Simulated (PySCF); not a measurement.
# Cl, SMILES `[Cl]` (charge 0, multiplicity 2)

All values below come from ωB97X-D3(BJ)/def2-TZVP in PySCF.

The highest occupied spin orbital is -12.17 eV and the dipole moment is 0.00 D. The total energy comes out as -12521.38 eV and the cost is very roughly 4 core-seconds.

Bonded distances (Å): .
Charge 0, spin multiplicity 2.
